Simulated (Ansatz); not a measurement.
OH⁻ ··· SiNH5

The pair of OH⁻ (SMILES [OH-], atoms 1–2) and SiNH5 (SMILES [SiH3]N, atoms 3–9), both closed shells, in one local arrangement (a lower one may exist), relaxed at PBE0-D4/def2-TZVPD:

```
9
angstrom
O 0.5109 0.2861 -1.7857
H -0.2310 0.8061 -2.1079
Si 0.3345 0.2566 -0.0751
N -0.6036 -0.9259 0.8509
H 1.5892 -0.6811 0.0081
H -1.0237 1.1193 -0.2349
H 1.0193 1.4006 0.6822
H -1.4822 -0.6457 1.2613
H -0.1132 -1.6160 1.4011
```

Computed with Ansatz 0.2.0 (basis: def2-TZVPPD, with def2-QZVPPD for the basis limit); correlated methods freeze the cores. B3LYP uses VWN-RPA correlation. Extrapolation: Hartree–Fock as exp(−7.88 √X), correlation as X^−2.97. Interaction energies count from these two fragments, frozen as in the pair, with the counterpoise correction; negative means bound.

Q: What is the interaction energy by CCSD(T) at an estimated basis limit (MP2 extrapolated from triple and quadruple zeta, plus CCSD(T) − MP2 in triple zeta)? (An estimate is asked for; the value comes from the calculation.)

A: The calculation gives: -94.47 kcal/mol. Hartree–Fock alone gives -99.74 kcal/mol at the basis limit. It counts from the two fragments frozen as in the pair.

The same quantity by other methods in triple zeta, and each one's difference from that estimate:
```csv
method,E_int (kcal/mol),difference
PBE-D4,-87.31,7.15
revPBE-D4,-86.56,7.91
BLYP-D4,-83.57,10.90
r2SCAN-D4,-94.32,0.15
B97M-V,-96.54,-2.07
PBE0-D4,-94.78,-0.31
B3LYP-D4,-90.49,3.98
HSE06-D4,-94.73,-0.27
wB97X-V,-94.44,0.03
wB97M-V,-94.25,0.21
B2PLYP,-89.64,4.82
HF,-98.81,-4.34
MP2,-91.87,2.60
CCSD,-92.60,1.86
CCSD(T),-91.26,3.20
```
Differences are method less estimate.

Q: Which atoms make the shortest contact between the fragments?

A: O1 and Si3, 1.72 Å apart.

Energy to bend the free fragments (PBE0-D4 minima) into their shapes in the pair, CCSD(T)/def2-TZVPPD: OH⁻ 0.01 kcal/mol; SiNH5 46.28 kcal/mol. This must be added to the interaction energy to get the binding energy from relaxed fragments.

Basis-set superposition shift (counterpoise-corrected less uncorrected): CCSD(T) 2.41; MP2 2.48; HF 0.16; PBE0-D4 0.32; wB97M-V 0.26 kcal/mol.

No T1 diagnostic of these runs exceeds 0.026.

For scale, one of the runs: CCSD(T)/def2-TZVPPD, 227 basis functions, launched by `ansatz run in.yaml --threads 4 --pin off --events-out ev --progress --plain --max-ram 9574MiB`. Time: 16 s of wall clock on 4 CPU threads of an AMD EPYC 9R45; the host was shared. Peak host memory: 3.8 GiB.
